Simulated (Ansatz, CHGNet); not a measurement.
Elastic constant C44 (GPa) of solids drawn from the class of oxides, at two levels: the machine-learned potential CHGNet-r²SCAN (trained on r²SCAN data), and r²SCAN (Ansatz, a first-principles code, PAW).

```
solid                              CHGNet-r²SCAN  r²SCAN  shift (%)
---------------------------------  -------------  ------  ---------
cubic perovskite BaZrO3                     53.1    91.0        +71
anatase TiO2 (metastable phase)             28.9    50.6        +75
cubic perovskite KTaO3                      64.6     108        +67
rock-salt CaO                               51.5    79.3        +54
rock-salt MgO                               89.1     157        +76
corundum Ga2O3 (metastable phase)           44.3    87.6        +98
A-type hexagonal La2O3                      32.3    63.7        +97
rutile SnO2                                 39.7    99.5       +151
rock-salt SrO                               34.3    55.5        +62
rutile TiO2                                 72.3     128        +77
```

The shifts run from +54 % to +151 %, with a median of +76 %.

Over all 10 rows r²SCAN is the larger in 10.

Ansatz's runs of these crystals have no spin polarisation.

Spin–orbit coupling is left out, also for the solids with elements from indium on (cubic perovskite BaZrO3, cubic perovskite KTaO3, A-type hexagonal La2O3, rutile SnO2); its size isn't shown.

Each level is taken at its own relaxed cell. Ansatz's density-functional and Hartree–Fock values are scalar-relativistic unless marked +SOC, with PAW data made under PBE.
